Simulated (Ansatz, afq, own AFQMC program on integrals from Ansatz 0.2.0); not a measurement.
HSe, doublet in def2-TZVP, levels against CCSDT(Q)

```xyz
2

Se    0.8583    0.2558    1.1719
H     0.1740    1.5587    1.2501
```

Basis def2-TZVP. Noble-gas cores (and the filled d shells of Ga–Kr and In–Xe) are frozen. Ansatz 0.2.0 and our own AFQMC program on the same integrals; the CISD trial comes from CCSD amplitudes, and released means the phaseless constraint is let go. Uncertainties: one standard error, sampling alone. No spin–orbit coupling.

Determinant: UHF, the one that the program's search chose, which needn't be the lowest solution. The geometry is a PBE0/def2-SVP stationary point of this or a neighbouring charge and spin state.

No full CI on the walks' own integrals is used here; CCSDT(Q) serves as the reference and is uncertain by about the last step of the cluster series.

Cautions: no relativity below Rb; no spin-orbit coupling; inner d shell frozen.

The T1 diagnostic is 0.0100, the weight of the determinant in the CISD state is 0.923 and the ⟨S²⟩ of the determinant is 0.761. The size of the correlated space is 7 electrons in 40 orbitals.

```json
{"level": "MP2", "correlation energy (eV)": "-3.5361"}
{"level": "CCSD", "correlation energy (eV)": "-4.1434"}
{"level": "CCSD(T)", "correlation energy (eV)": "-4.2769"}
```

Question: Estimate where AFQMC with the constraint released lies against CCSD(T) on the same integrals.

Answer: 0.94 ± 0.05 mEh below CCSD(T).

Reference: CCSDT(Q), correlation energy -4.300 eV. The released energy is read at 1.50 1/Eh (meV from the phaseless value at times in 1/Eh: -0.8 ± 1.6 at 0.24, -1.9 ± 1.2 at 0.50, -3.7 ± 1.2 at 1.00, -6.3 ± 1.3 at 1.50).

```
         level  E − E(reference) (mEh)  share of correlation (%)
       CCSD(T)                    0.84                     99.47
         CCSDT                    0.16                     99.90
   ph-AFQMC/HF             1.42 ± 0.45                     99.10
 ph-AFQMC/CISD             0.13 ± 0.09                     99.92
released AFQMC            -0.10 ± 0.05                    100.06
```

A walk keeps the symmetry of its determinant, which the program's search chose and which needn't be the lowest solution, so a lower state of the same spin and another symmetry isn't excluded. Released energies are given only where the last usable release times agree within the noise; a slower fall can still hide under it.
